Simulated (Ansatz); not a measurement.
## How methods differ on AlH (SMILES [AlH])

AlH: 2 atoms, total charge 0, spin state singlet. SMILES: `[AlH]`. The shape comes from GFN2-xTB, which is rough for such elements, and wasn't checked as a minimum.

```tsv
atom	x (Å)	y (Å)	z (Å)
Al	0.0000	0.0000	0.0000
H	0.0000	0.0000	1.6135
```

Quantity: the energy change with the Al1–H2 bond stretched from 1.613 to 3.227 Å, in eV. The values are calculated.

| level | kind | program | value (eV) | less FCI/cc-pVTZ |
| --- | --- | --- | --- | --- |
| SVWN5/cc-pVTZ (restricted) | LDA | Ansatz | 2.33 | -0.13 |
| PBE/cc-pVTZ (restricted) | GGA | Ansatz | 2.32 | -0.14 |
| BHLYP/cc-pVTZ (restricted) | global hybrid | Ansatz | 2.77 | +0.31 |
| wB97M-V/cc-pVTZ (restricted) | range-separated hybrid | Ansatz | 2.65 | +0.19 |
| B2PLYP/cc-pVTZ (restricted) | double hybrid | Ansatz | 2.62 | +0.16 |
| RPA@PBE/cc-pVTZ (restricted) | RPA | Ansatz | 2.46 | 0.00 |
| BCCD(T)/cc-pVTZ (restricted) | coupled cluster or CI | Ansatz | 2.48 | +0.02 |
| FCI/3-21G | exact in the basis | Ansatz | 1.92 | -0.54 |
| FCI/cc-pVTZ | exact in the basis | Ansatz | 2.46 | 0.00 |

FCI/cc-pVTZ is exact within its basis and frozen core, so for wave-function methods in that basis the difference is their error; functionals converge differently with the basis, so for them it is only a difference. The first shape isn't each level's own minimum. The values span 1.92 to 2.77 eV. High-level rows in very small sets aren't better than simpler rows in larger ones.
